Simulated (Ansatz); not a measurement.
Basis-set extrapolation for `FC1N=C(Cl)O1` (PBE0-D4/def2-TZVP geometry, frozen core, Ansatz 0.2.0). Multiplicity 1, RHF reference.

```csv
,def2-TZVPP,def2-QZVPP
HF,-764.644918,-764.670763
MP2 correlation,-1.170751,-1.266255
CCSD(T) correlation,-1.239391,not run
```

Energies in hartree. Use E(X) = E(∞) + A·exp(−7.88·√X) for Hartree–Fock and E(X) = E(∞) + B·X^(−2.97) for correlation, with X = 3 and 4, and add CCSD(T) minus MP2 of the smaller set to the MP2 limit.

**Question.** What is the CCSD(T) energy at the basis-set limit?

**Answer.** HF limit: -764.670763 + (-0.025845) × 0.13774 = -764.67432. MP2 limit: -1.266255 + (-0.095504) × 0.74074 = -1.33700. Higher-order term: -1.239391 − (-1.170751) = -0.06864. Total: -766.07996 hartree, 122.8 kcal/mol below CCSD(T)/def2-TZVPP.
